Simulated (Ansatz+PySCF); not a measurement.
singlet CH4: levels of theory in one basis

```xyz
5

C     0.0000    0.0000    0.0000
H     0.7291    0.7291    0.7291
H     0.6340   -0.6340   -0.6340
H    -0.6340    0.6340   -0.6340
H    -0.6340   -0.6340    0.6340
```

Basis set: 6-31G (spherical functions). Frozen core: 1 orbital. Charge 0, multiplicity 1.

Computed with Ansatz (development build ahead of 0.2.0); each method stands on the lowest determinant of its kind that the runs found.

```tsv
method	E − E(RHF) (eV)	<S²> of the determinant
RHF	0.00	0.00
RHF-CCSD	-3.34	–
RHF-CCSD(T)	-3.39	–
full CI (lowest root of this spin)	-3.39	–
```

Problem. What does RHF-MP2 give on the same scale?

Solution. -2.78 eV.

Problem. Is a single determinant a sound starting point here?

Solution. By this sign, yes. Unrestricted orbitals gain 0.00 eV and <S²> is 0.00 against 0.00 for a pure state.
